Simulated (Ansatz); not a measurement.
Results of PBE-D3(BJ) (plane waves, PAW; Ansatz, a program for electronic structure) for antifluorite Mg2Sn.

Settings: plane-wave cutoff 520 eV, 20×20×20 k mesh, Fermi–Dirac smearing 0.05 eV, scalar-relativistic PAW data made under PBE.

Cell (relaxed at this level):

Space group Fm-3m (No. 225); a = 6.712 Å, b = 6.712 Å, c = 6.712 Å, α = 90.00°, β = 90.00°, γ = 90.00°

```
atom  site  symmetry       x       y       z
----  ----  --------  ------  ------  ------
Mg      8c      -43m  0.2500  0.2500  0.2500
Sn      4a      m-3m  0.0000  0.0000  0.0000
```
(The calculation used a cell of 3 atoms; values per cell refer to that cell.)

Task: Give the computed Voigt–Reuss–Hill bulk modulus, polycrystal shear modulus (Hill average), elastic constant C12, elastic constant C11 and elastic constant C44.

Result: 
- Voigt–Reuss–Hill bulk modulus: 44.9 GPa
- polycrystal shear modulus (Hill average): 29.7 GPa
- elastic constant C12: 28.6 GPa
- elastic constant C11: 77.5 GPa
- elastic constant C44: 33.8 GPa

Note: the solid has no gap at this level, which affects its response; the dispersion coefficients are held fixed in the derivatives.

Elastic constants are with the ions relaxed.

Spin–orbit coupling is not included.

Computed values are for the static lattice.
